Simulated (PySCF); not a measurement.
C6H11 (doublet state).
Atom-mapped SMILES: `[CH2:1]=[CH:2][C:3]([CH3:4])[CH2:5][CH3:6]` (hydrogens: H7, H8 on C1; H9 on C2; H10, H11, H12 on C4; H13, H14 on C5; H15, H16, H17 on C6)

Structure used (GFN2-xTB), in Å, numbered top down from 1:
```xyz
17
C6H11 angstrom
C      2.543    0.005    0.454
C      1.282   -0.507    0.574
C      0.200   -0.222   -0.247
C      0.313    0.733   -1.389
C     -1.141   -0.816    0.034
C     -2.040    0.180    0.780
H      2.807    0.698   -0.324
H      3.320   -0.271    1.143
H      1.103   -1.204    1.385
H     -0.622    0.794   -1.940
H      1.100    0.418   -2.077
H      0.574    1.732   -1.037
H     -1.035   -1.717    0.641
H     -1.632   -1.091   -0.904
H     -1.583    0.459    1.727
H     -2.184    1.081    0.189
H     -3.013   -0.263    0.981
```

The hyperfine couplings belong to this conformer and change with its torsions.

Method used: UKS B3LYP, pcH-1 on C H, non-relativistic, mean-field spin-orbit, GIAO in PySCF 2.14.0. Isolated species at its GFN2-xTB geometry (one conformer only). Couplings are sensitive to structure, and on GFN2-xTB geometries they can be far from those on DFT ones. The SCF solution wasn't tested for stability. ⟨S²⟩ is 0.774 where a pure state has 0.75.

Largest spin populations (Mulliken): C3 (+0.65), C1 (+0.64) and C2 (-0.25). The positive populations add up to 1.41 and the negative ones to -0.41, together 2S = 1. The angles at C3 add up to 359.9°, so it is planar.

(1) Test a(H) = Q·ρ(C) for the protons on planar carbons with a spin population beyond ±0.08.

(2) How do the β-proton couplings of this frozen conformer go with θ, the angle between the C–H bond and the normal to the plane of the spin centre's three neighbours, both seen down the bond from centre to carbon?

(3) What would the freely rotating methyl group on C4 show?

Answers

(1) 
| H | C | ρ(C) | a(H) (G) | a/ρ (G) |
| --- | --- | --- | --- | --- |
| H7 | C1 | +0.635 | -13.22 | -20.8 |
| H8 | C1 | +0.635 | -13.73 | -21.6 |
| H9 | C2 | -0.252 | +3.91 | -15.5 |

A least-squares line through the origin gives Q = -20.8 G with Mulliken populations. In McConnell's picture π spin on carbon polarises the C–H bond and leaves opposite spin at the proton, which makes Q negative, as found here. Where ρ is negative the coupling is positive.

(2) 
| β H | on | centre | θ (°) | cos²θ | a (G) |
| --- | --- | --- | --- | --- | --- |
| H10 | C4 | C3 | 86 | 0.01 | +0.69 |
| H11 | C4 | C3 | 35 | 0.68 | +20.19 |
| H12 | C4 | C3 | 27 | 0.80 | +21.92 |
| H13 | C5 | C3 | 70 | 0.12 | +3.90 |
| H14 | C5 | C3 | 50 | 0.42 | +12.56 |

Fitting the Heller–McConnell form a = ρ(B0 + B2 cos²θ), with Mulliken ρ = 0.65, gives B0 = 1.1 G and B2 = 42.3 G, with a largest miss of 0.8 G. By this fit the coupling would be 28.3 G at θ = 0° and 0.7 G at 90°.

(3) Three equal couplings, a 1:3:3:1 quartet. The mean of the three values of this geometry estimates the splitting: 14.3 G, or 40.0 MHz (three bonds 120° apart have a mean cos²θ of 1/2 at any torsion).

Couplings in gauss use g_iso = 2.0026.
